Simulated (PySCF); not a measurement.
An element was calculated at PBE (PySCF 2.14, non-relativistic, a triple-zeta basis, no spin-orbit coupling), in the ground configurations that NIST lists.

- electron affinity: 0.882 eV
- first ionisation energy: 10.495 eV
- second ionisation energy: 19.783 eV
- third ionisation energy: 30.238 eV
- polarisability of the atom: 27.3 bohr³

Question: Which element is it?

Answer: Phosphorus (P, Z = 15), in aug-cc-pV(T+d)Z. NIST lists 10.487, 19.769, 30.203 eV for these ionisation energies.
